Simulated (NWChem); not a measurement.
System: methane (CH4); SMILES C

NWChem input:

```
start job
memory heap 200 mb stack 900 mb global 1100 mb
geometry units angstroms noautosym nocenter noautoz
  C     -0.000000     0.000000    -0.000002
  H     -0.854020    -0.241787    -0.646521
  H      0.868943     0.254416    -0.621295
  H     -0.255660     0.855214     0.639562
  H      0.240735    -0.867844     0.628240
end
basis spherical
  C library aug-cc-pvdz
  H library aug-cc-pvdz
end
dft
  xc pbe0
  iterations 150
end
property
  response 1 0.0
end
task dft property
```

Output (shortened):

```
             Northwest Computational Chemistry Package (NWChem) 7.3.0
             --------------------------------------------------------

                             Geometry "geometry" -> ""
                             -------------------------

 Output coordinates in angstroms (scale by  1.889725989 to convert to a.u.)

  No.       Tag          Charge          X              Y              Z
 ---- ---------------- ---------- -------------- -------------- --------------
    1 C                    6.0000     0.00000000     0.00000000    -0.00000200
    2 H                    1.0000    -0.85402000    -0.24178700    -0.64652100
    3 H                    1.0000     0.86894300     0.25441600    -0.62129500
    4 H                    1.0000    -0.25566000     0.85521400     0.63956200
    5 H                    1.0000     0.24073500    -0.86784400     0.62824000

 Effective nuclear repulsion energy (a.u.)      13.3364410907

                              NWChem Property Module
                              ----------------------

                                 NWChem DFT Module
                                 -----------------

 Summary of "ao basis" -> "ao basis" (spherical)
 ------------------------------------------------------------------------------
       Tag                 Description            Shells   Functions and Types
 ---------------- ------------------------------  ------  ---------------------
 C                        aug-cc-pvdz                9       23   4s3p2d
 H                        aug-cc-pvdz                5        9   3s2p

            General Information
            -------------------
          SCF calculation type: DFT
          Wavefunction type:  closed shell.
          No. of atoms     :     5
          No. of electrons :    10
           Alpha electrons :     5
            Beta electrons :     5
          Charge           :     0
          Spin multiplicity:     1
          Use of symmetry is: off; symmetry adaption is: off
          Maximum number of iterations: 150
          AO basis - number of functions:    59
                     number of shells:    29
          Convergence on energy requested:  1.00D-06
          Convergence on density requested:  1.00D-05
          Convergence on gradient requested:  5.00D-04

              XC Information
              --------------
                         PBE0 Method XC Functional
                     Hartree-Fock (Exact) Exchange  0.250
          PerdewBurkeErnzerhof Exchange Functional  0.750
            Perdew 1991 LDA Correlation Functional  1.000 local
           PerdewBurkeErnz. Correlation Functional  1.000 non-local

             Grid Information
             ----------------
          Grid used for XC integration:  medium
          Radial quadrature: Mura-Knowles
          Angular quadrature: Lebedev.
          Tag              B.-S. Rad. Rad. Pts. Rad. Cut. Ang. Pts.
          ---              ---------- --------- --------- ---------
          C                   0.70       49          11.0       434
          H                   0.35       45          12.0       434
          Grid pruning is: on
          Number of quadrature shells:   229
          Spatial weights used:  Erf1

      Superposition of Atomic Density Guess
      -------------------------------------

 Sum of atomic energies:         -39.66436046

      Non-variational initial energy
      ------------------------------

 Total energy =     -40.223117
 1-e energy   =     -78.045379
 2-e energy   =      24.485820
 HOMO         =      -0.518937
 LUMO         =       0.020459

   convergence    iter        energy       DeltaE   RMS-Dens  Diis-err
 ---------------- ----- ----------------- --------- --------- ---------
 d= 0,ls=0.0,diis     1    -40.4519575395 -5.38D+01  9.27D-03  8.15D-02
 d= 0,ls=0.0,diis     2    -40.4590347266 -7.08D-03  1.39D-03  8.60D-03
 d= 0,ls=0.0,diis     3    -40.4595480327 -5.13D-04  5.59D-04  4.33D-03
 d= 0,ls=0.0,diis     4    -40.4601111363 -5.63D-04  2.46D-05  2.16D-06
 d= 0,ls=0.0,diis     5    -40.4601114546 -3.18D-07  1.72D-06  1.80D-09

         Total DFT energy =      -40.460111454597
      One electron energy =      -79.619579361032
           Coulomb energy =       32.653327925492
    Exchange-Corr. energy =       -6.830301109759
 Nuclear repulsion energy =       13.336441090703

 Numeric. integr. density =        9.999997761252

                       DFT Final Molecular Orbital Analysis
                       ------------------------------------

 Vector    3  Occ=2.000000D+00  E=-4.013816D-01
              MO Center= -2.9D-05, -1.1D-02,  2.9D-01, r^2= 1.3D+00
   Bfn.  Coefficient  Atom+Function         Bfn.  Coefficient  Atom+Function
  ----- ------------  ---------------      ----- ------------  ---------------
     6      0.436278  1 C  py                51     -0.327578  5 H  s
    52     -0.324822  5 H  s                 42      0.320839  4 H  s
    43      0.318139  4 H  s                  5     -0.071173  1 C  px
    58     -0.048883  5 H  py                49     -0.047191  4 H  py
     9      0.046408  1 C  py                20     -0.042389  1 C  d -1

 Vector    4  Occ=2.000000D+00  E=-4.013809D-01
              MO Center=  1.9D-01,  8.2D-02, -2.4D-01, r^2= 1.2D+00
   Bfn.  Coefficient  Atom+Function         Bfn.  Coefficient  Atom+Function
  ----- ------------  ---------------      ----- ------------  ---------------
     5      0.407220  1 C  px                33      0.386670  3 H  s
    34      0.383416  3 H  s                 24     -0.214798  2 H  s
    25     -0.212990  2 H  s                  7     -0.159100  1 C  pz
    42     -0.123556  4 H  s                 43     -0.122517  4 H  s
     6      0.065359  1 C  py                39     -0.057697  3 H  px

 Vector    5  Occ=2.000000D+00  E=-4.013804D-01
              MO Center= -1.9D-01, -7.2D-02, -4.3D-02, r^2= 1.3D+00
   Bfn.  Coefficient  Atom+Function         Bfn.  Coefficient  Atom+Function
  ----- ------------  ---------------      ----- ------------  ---------------
     7      0.412421  1 C  pz                24     -0.335496  2 H  s
    25     -0.332672  2 H  s                 51      0.224271  5 H  s
    52      0.222385  5 H  s                 42      0.204293  4 H  s
    43      0.202574  4 H  s                  5      0.156585  1 C  px
    33     -0.093068  3 H  s                 34     -0.092286  3 H  s

 Vector    6  Occ=0.000000D+00  E= 3.059029D-03
              MO Center= -3.7D-07, -7.6D-07, -5.8D-06, r^2= 1.2D+01
   Bfn.  Coefficient  Atom+Function         Bfn.  Coefficient  Atom+Function
  ----- ------------  ---------------      ----- ------------  ---------------
     4      1.888495  1 C  s                  3      0.707846  1 C  s
    26     -0.609763  2 H  s                 35     -0.609761  3 H  s
    44     -0.609760  4 H  s                 53     -0.609761  5 H  s
    25     -0.310044  2 H  s                 34     -0.310044  3 H  s
    43     -0.310045  4 H  s                 52     -0.310046  5 H  s

 Vector    7  Occ=0.000000D+00  E= 4.050102D-02
              MO Center= -3.3D-02,  2.9D-02,  1.2D+00, r^2= 1.5D+01
   Bfn.  Coefficient  Atom+Function         Bfn.  Coefficient  Atom+Function
  ----- ------------  ---------------      ----- ------------  ---------------
    44      3.300593  4 H  s                 53     -3.216568  5 H  s
    12     -0.998331  1 C  py                26     -0.597901  2 H  s
    35      0.513876  3 H  s                  9     -0.166045  1 C  py
     6     -0.134535  1 C  py                11      0.112050  1 C  px
    31      0.063609  2 H  py                40      0.063730  3 H  py

 Vector    8  Occ=0.000000D+00  E= 4.050107D-02
              MO Center=  4.7D-02,  2.8D-02, -1.2D+00, r^2= 1.5D+01
   Bfn.  Coefficient  Atom+Function         Bfn.  Coefficient  Atom+Function
  ----- ------------  ---------------      ----- ------------  ---------------
    35     -3.292990  3 H  s                 26      3.224824  2 H  s
    11      0.998673  1 C  px                44      0.589148  4 H  s
    53     -0.520984  5 H  s                  8      0.166101  1 C  px
     5      0.134582  1 C  px                12      0.112135  1 C  py
    48     -0.063579  4 H  px                57     -0.063799  5 H  px

     Multipole analysis of the density
     ---------------------------------

     L   x y z        total         alpha         beta         nuclear
     -   - - -        -----         -----         ----         -------
     0   0 0 0     -0.000000     -5.000000     -5.000000     10.000000

     1   1 0 0      0.000000      0.000002      0.000002     -0.000004
     1   0 1 0     -0.000000      0.000001      0.000001     -0.000002
     1   0 0 1     -0.000001      0.000024      0.000024     -0.000049

     2   2 0 0     -6.277363     -6.009330     -6.009330      5.741298
     2   1 1 0     -0.000001      0.000000      0.000000     -0.000002
     2   1 0 1     -0.000001     -0.000002     -0.000002      0.000003
     2   0 2 0     -6.277354     -6.009335     -6.009335      5.741317
     2   0 1 1      0.000001     -0.000002     -0.000002      0.000004
     2   0 0 2     -6.277368     -6.009323     -6.009323      5.741278

 *** CALLING NEW AORESP DRIVER FOR CLOSED AND OPEN SHELLS ***
 Entering AOResponse driver routine

--------------------------------------------------------------------------------

          -----------------------------------------------
          Solving response equations for perturbing field
          -----------------------------------------------

 number of frequencies:     1
 frequency in a.u.:  0.0000000E+00
 Perturbing field: electric
 Using El. Dipole Length Gauge

 Setting up CPKS with frequency omega =      0.00000000 a.u.

 STATIC response

                                NWChem CPHF Module
                                ------------------

  scftype          =     RHF
  nclosed          =        5
  nopen            =        0
  variables        =      270
  # of vectors     =        3
  tolerance        = 0.10D-03
  level shift      = 0.00D+00
  max iterations   =       50
  max subspace     =       30

 SCF residual:    1.5435178009099896E-006

Iterative solution of linear equations
  No. of variables      270
  No. of equations        3
  Maximum subspace       30
        Iterations       50
       Convergence  1.0D-04

   iter   nsub   residual    time
   ----  ------  --------  ---------
     1      3    1.06D+00       5.1
     2      6    2.70D-01       6.4
     3      9    1.10D-02       7.7
     4     12    8.06D-04       8.9
     5     15    5.05D-05      10.1

 Electric Dipole Response Matrix (nonzero elements):

              1        2        3
    1   17.0288   0.0000   0.0000
    2    0.0000  17.0288   0.0000
    3    0.0000   0.0000  17.0288

 ------------------------------------------
 average:        17.02878 + I       0.00000

 DFT Linear Response polarizability / au
 Frequency  =       0.0000000 / au
              X              Y              Z
 -----------------------------------------------
 X      17.0287836      0.0000042      0.0000112
 Y       0.0000042     17.0287756      0.0000053
 Z       0.0000112      0.0000053     17.0287698
 -----------------------------------------------
 Eigenvalues =      17.0287922     17.0287738     17.0287630
 Isotropic   =      17.0287764
 Anisotropic =       0.0000256
 -----------------------------------------------

 Magnetic Dipole Response Matrix (nonzero elements):

 Exiting AOResponse driver routine
```

Level: PBE0/aug-cc-pVDZ. Structure relaxed at the PBE0/def2-SVP level.
